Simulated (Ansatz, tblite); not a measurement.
# MgBr2: a ladder of methods and basis sets

An exercise on one series of results from a longer session: the logs are not shown, and one member is left open.

Computed with Ansatz 0.2.0, Gaussian basis. Level: as each input shows.

Levels to be run: GFN1-xTB, GFN2-xTB, PBE-D4/def2-TZVP, r2SCAN-D4/def2-TZVP, r2SCAN0-D4/def2-TZVP, ωB97M-V/def2-TZVP, PBE-QIDH/def2-TZVP, CAM-B3LYP-D4/def2-TZVP, BHLYP-D4/def2-TZVP, LDA/def2-TZVP, HSE06-D4/def2-TZVP, PBE-D4/def2-SVP, PBE0-D4/def2-SVP, HF/STO-3G, HF/6-31G, B3LYP-D4/6-31G, CCSD(T)/def2-TZVPP, MP2/def2-TZVP, RPA/def2-TZVP.

## The relaxed structure

The singlet was relaxed beforehand with r2SCAN-D4/def2-TZVP.

3 atoms, charge 0, spin multiplicity 1.

Bond lengths: Mg1–Br2 2.322 Å, Mg1–Br3 2.322 Å. Angles: Br2–Mg1–Br3 178.9°.

Coordinates:

```xyz
3
charge 0, multiplicity 1
Mg   -0.01280   -0.00738   -0.00016
Br   -0.01014   -0.01654    2.32226
Br    0.02293    0.02393   -2.32210
```

PBE0-D4/def2-TZVP was run before; its log isn't repeated, and its numbers join the tables.

Set-up of the first run:

Tight binding, by tblite at 300 K electronic temperature and without a spin-polarisation term:

```python
tblite.interface.Calculator('GFN1-xTB', numbers, positions, charge=0, uhf=0).singlepoint()
```

Tight binding, by tblite at 300 K electronic temperature and without a spin-polarisation term:

```python
tblite.interface.Calculator('GFN2-xTB', numbers, positions, charge=0, uhf=0).singlepoint()
```

start.molden holds the orbitals of an earlier run on this state, given as this run's starting guess.

in.yaml reads:

```yaml
crystal:
  periodic: [false, false, false]
  atoms:
    - {symbol: Mg, position_ang: [-0.012796, -0.007384, -0.000158]}
    - {symbol: Br, position_ang: [-0.010136, -0.016543, 2.322260]}
    - {symbol: Br, position_ang: [0.022932, 0.023927, -2.322101]}
basis:
  gaussian: {orbitals: def2-TZVP, initial_orbitals: start.molden}
hamiltonian: {xc: pbe, dispersion: d4}
scf: {omitted_lower_state_checks: [starts]}
output: {orbitals: {seedname: orbitals}}
```

Command:

```console
$ ansatz run in.yaml --threads 4 --pin off --events-out ev --progress --plain --max-ram 3916MiB
```

Among the steps run: PBE-D4/def2-TZVP; r2SCAN-D4/def2-TZVP; r2SCAN0-D4/def2-TZVP; ωB97M-V/def2-TZVP; PBE-QIDH/def2-TZVP; CAM-B3LYP-D4/def2-TZVP; BHLYP-D4/def2-TZVP; LDA/def2-TZVP; HSE06-D4/def2-TZVP; PBE-D4/def2-SVP; PBE0-D4/def2-SVP; HF/STO-3G; HF/6-31G; B3LYP-D4/6-31G; CCSD(T)/def2-TZVPP; MP2/def2-TZVP; RPA/def2-TZVP.

One table of the session follows, with a row left open; its other results are not shown here.

```
                 level  HOMO (eV)  gap (eV)
             HF/STO-3G      -7.43     14.83
              HF/6-31G          ?         ?
         LDA/def2-TZVP      -7.39      4.52
       PBE-D4/def2-SVP      -7.08      4.62
      PBE-D4/def2-TZVP      -7.21      4.63
   r2SCAN-D4/def2-TZVP      -7.54      5.41
        B3LYP-D4/6-31G      -8.18      5.70
      PBE0-D4/def2-SVP      -8.38      6.59
     PBE0-D4/def2-TZVP      -8.47      6.60
  r2SCAN0-D4/def2-TZVP      -8.69      7.07
    HSE06-D4/def2-TZVP      -8.07      5.84
    BHLYP-D4/def2-TZVP      -9.56      8.29
CAM-B3LYP-D4/def2-TZVP      -9.79      8.68
     ωB97M-V/def2-TZVP     -10.68     10.24
```

**Question.** Estimate the row for HF/6-31G.

As computed: HOMO (eV): -11.36; gap (eV): 11.51. In the column «HOMO (eV)» it is the lowest.
